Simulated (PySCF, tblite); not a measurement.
# Complex of chloromethane and acetylene

A gas-phase complex of chloromethane and acetylene; neutral, singlet. The structure comes from a short search (6 tight-binding starts) and was relaxed by PBE0-D3(BJ)/def2-SVPD; another way of binding may lie lower. Frequencies by PBE0-D3(BJ)/def2-SVPD show no clear imaginary mode.

```tsv
part	name	SMILES	atoms	charge	multiplicity
1	chloromethane	CCl	1–5	0	1
2	acetylene	C#C	6–9	0	1
```

Coordinates in Å:
```
C1      0.130   -0.329   -0.159
Cl2     1.812   -0.047   -0.680
H3      0.145   -0.725    0.861
H4     -0.328   -1.050   -0.844
H5     -0.408    0.626   -0.191
C6     -0.612    3.913   -0.472
C7      0.344    3.193   -0.642
H8     -1.454    4.563   -0.326
H9      1.183    2.534   -0.787
```

Contacts between parts, classed by geometry: H9···Cl2 2.659 Å (C–H hydrogen bond, 141°).

Interaction energies are complex less parts, with the parts frozen as they stand in it; counterpoise-corrected, in kcal/mol (PySCF).

**Question.** How strongly do the parts interact, level by level?

**Answer.** 
| level | interaction | superposition error removed |
| --- | --- | --- |
| wB97M-D3(BJ)/def2-TZVPD | -2.35 | -0.08 |
| PBE0-D3(BJ)/def2-TZVPD | -2.50 | -0.06 |

**Question.** What holds them together? Decompose the wB97M-D3(BJ)/def2-TZVPD energy: frozen parts, their antisymmetrised product, then relaxation.

**Answer.** electrostatic -3.2, Pauli repulsion +3.3, orbital relaxation -1.2, dispersion correction -1.3 kcal/mol, which sum to the value before the counterpoise correction; the Pauli term holds the exchange-correlation of the frozen density too. Of the attraction, 56 % is electrostatic, 22 % is dispersion correction, 22 % is orbital relaxation.

The parts were also relaxed and run alone, at the levels used for the complex: shieldings by PBE0/pcSseg-2; core levels by delta-SCF with SCAN, pcX-2 on the ionised atom and pcseg-1 elsewhere, spin-free X2C (2p3/2 is the spin-free 2p value less a third of a first-order spin-orbit splitting).

Values alone: C7–H9 bond (Å): 1.074; shielding of H9 (ppm): 29.92; shielding of Cl2 (ppm): 932.5; shielding of C7 (ppm): 107.6; Cl2 2p3/2 core level (eV): 206.24.

**Question.** How do these values change when the complex forms?

**Answer.** 
```csv
property,alone,in the complex,change
C7–H9 bond (Å),1.074,1.077,+0.003
shielding of H9 (ppm),29.92,28.86,-1.06
shielding of Cl2 (ppm),932.5,927.2,-5.3
shielding of C7 (ppm),107.6,105.5,-2.1
Cl2 2p3/2 core level (eV),206.24,206.34,+0.10
```

The 5 runs behind this took 6.6 min in all, one thread each of Arm Neoverse V2 on a shared host, launched as `OMP_NUM_THREADS=1 python cluster_run.py task.json out`.
